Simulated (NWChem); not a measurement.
System: formaldehyde (CH2O); SMILES O=C

The following NWChem deck was run.

```
start job
memory heap 200 mb stack 900 mb global 1100 mb
geometry units angstroms noautoz
  C      0.000000     0.000000     0.518354
  O      0.000000     0.000000    -0.689787
  H      0.000000    -0.952900     1.130045
  H      0.000000     0.952900     1.130045
end
basis spherical
  * library def2-svp
end
dft
  xc mn15
  iterations 150
  mulliken
end
task dft gradient
```

NWChem printed, in part:

```
             Northwest Computational Chemistry Package (NWChem) 7.3.0
             --------------------------------------------------------

 C2V symmetry detected

                             Geometry "geometry" -> ""
                             -------------------------

 Output coordinates in angstroms (scale by  1.889725989 to convert to a.u.)

  No.       Tag          Charge          X              Y              Z
 ---- ---------------- ---------- -------------- -------------- --------------
    1 C                    6.0000     0.00000000     0.00000000     0.52760913
    2 O                    8.0000     0.00000000     0.00000000    -0.68053188
    3 H                    1.0000     0.00000000    -0.95290000     1.13930013
    4 H                    1.0000     0.00000000     0.95290000     1.13930013

 Effective nuclear repulsion energy (a.u.)      31.0317982401

      Symmetry information
      --------------------

 Group name             C2v
 Group number             16
 Group order               4
 No. of unique centers     3

                                 NWChem DFT Module
                                 -----------------

 Summary of "ao basis" -> "ao basis" (spherical)
 ------------------------------------------------------------------------------
       Tag                 Description            Shells   Functions and Types
 ---------------- ------------------------------  ------  ---------------------
 C                          def2-svp                 6       14   3s2p1d
 O                          def2-svp                 6       14   3s2p1d
 H                          def2-svp                 3        5   2s1p

      Symmetry analysis of basis
      --------------------------

        a1         18
        a2          3
        b1          7
        b2         10

            General Information
            -------------------
          SCF calculation type: DFT
          Wavefunction type:  closed shell.
          No. of atoms     :     4
          No. of electrons :    16
           Alpha electrons :     8
            Beta electrons :     8
          Charge           :     0
          Spin multiplicity:     1
          Use of symmetry is: on ; symmetry adaption is: on
          Maximum number of iterations: 150
          AO basis - number of functions:    38
                     number of shells:    18
          Convergence on energy requested:  1.00D-06
          Convergence on density requested:  1.00D-05
          Convergence on gradient requested:  5.00D-04

              XC Information
              --------------
                         MN15 Method XC Functional
                     Hartree-Fock (Exact) Exchange  0.440
                          MN15 Exchange Functional  1.000
                        MN15 Correlation Potential  1.000

             Grid Information
             ----------------
          Grid used for XC integration:  medium
          Radial quadrature: Mura-Knowles
          Angular quadrature: Lebedev.
          Tag              B.-S. Rad. Rad. Pts. Rad. Cut. Ang. Pts.
          ---              ---------- --------- --------- ---------
          C                   0.70       49           6.0       434
          O                   0.60       49           7.0       434
          H                   0.35       45           7.0       434
          Grid pruning is: on
          Number of quadrature shells:   143
          Spatial weights used:  Erf1

      Superposition of Atomic Density Guess
      -------------------------------------

 Sum of atomic energies:        -113.31452241

      Non-variational initial energy
      ------------------------------

 Total energy =    -113.959805
 1-e energy   =    -215.456998
 2-e energy   =      70.465395
 HOMO         =      -0.326753
 LUMO         =      -0.036662

      Symmetry analysis of molecular orbitals - initial
      -------------------------------------------------

  Numbering of irreducible representations:

     1 a1          2 a2          3 b1          4 b2

  Orbital symmetries:

     1 a1          2 a1          3 a1          4 a1          5 b2
     6 a1          7 b1          8 b2          9 b1         10 a1
    11 b2         12 a1         13 a1         14 b1         15 b2
    16 a1         17 b2         18 a1

     ---------------------------------------------
      Total Density - Mulliken Population Analysis
     ---------------------------------------------

    Atom       Charge   Shell Charges
 -----------   ------   -------------------------------------------------------
    1 C    6     5.40   1.99  0.93  0.31  1.52  0.58  0.07
    2 O    8     8.70   1.99  1.13  0.69  3.04  1.83  0.01
    3 H    1     0.95   0.69  0.25  0.02
    4 H    1     0.95   0.69  0.25  0.02

[...]

                         DFT ENERGY GRADIENTS

    atom               coordinates                        gradient
                 x          y          z           x          y          z
   1 C       0.000000   0.000000   0.997037    0.000000   0.000000   0.004138
   2 O       0.000000   0.000000  -1.286019    0.000000   0.000000  -0.016108
   3 H       0.000000  -1.800720   2.152965    0.000000  -0.007421   0.005985
   4 H       0.000000   1.800720   2.152965    0.000000   0.007421   0.005985
```

Level: MN15/def2-SVP. The geometry was optimised at PBE-D3(BJ)/def2-SVP.
